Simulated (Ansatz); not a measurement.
Relaxation of BClH5P (8 atoms, charge 0, multiplicity 1), to a largest force component of 0.03 eV/Å in at most 50 steps.

Level of theory: Ansatz, RKS PBE-D4/def2-SVP.

```xyz
8
Properties=species:S:1:pos:R:3:forces:R:3
B -0.053 0.193 0.076 0.05 -0.07 -0.30
H -0.077 0.590 1.208 0.00 0.27 0.26
H 0.965 -0.143 -0.489 0.00 -0.01 0.03
Cl -1.517 0.355 -0.890 -0.02 0.00 0.00
P -0.289 -2.694 1.211 0.02 -0.50 0.00
H -0.692 -2.727 -0.168 -0.01 0.00 -0.02
H 1.111 -2.742 0.879 0.00 0.01 -0.01
H -0.307 -1.260 1.277 -0.03 0.30 0.03
```

**Question.** Where does it end, and by what steps?

**Answer.** The forces met the threshold. The force dipped under the threshold on the way, but the program's further checks kept it going. After 11 steps the energy has fallen by 0.033 eV; H8 moved furthest, 0.28 Å.

| step | energy less start (eV) | largest force component (eV/Å) | accepted |
| --- | --- | --- | --- |
| 0 | 0.0000 | 0.496 | yes |
| 1 | -0.0211 | 0.156 | yes |
| 2 | -0.0246 | 0.058 | yes |
| 3 | -0.0247 | 0.107 | yes |
| 4 | -0.0269 | 0.057 | yes |
| 5 | -0.0284 | 0.059 | yes |
| 6 | -0.0301 | 0.066 | yes |
| 7 | -0.0318 | 0.024 | yes |
| 8 | -0.0280 | 0.222 | no |
| 9 | -0.0327 | 0.032 | yes |
| 10 | -0.0324 | 0.080 | no |
| 11 | -0.0331 | 0.023 | yes |

```xyz
8
Properties=species:S:1:pos:R:3
B -0.025 0.300 0.044
H -0.123 0.773 1.156
H 1.015 -0.109 -0.424
Cl -1.436 0.350 -0.999
P -0.211 -2.856 1.227
H -0.822 -2.761 -0.074
H 1.114 -2.684 0.691
H -0.372 -1.441 1.482
```

Run time: 22 s on 1 thread of Arm Neoverse V2 (shared host), peak memory 0.13 GiB.
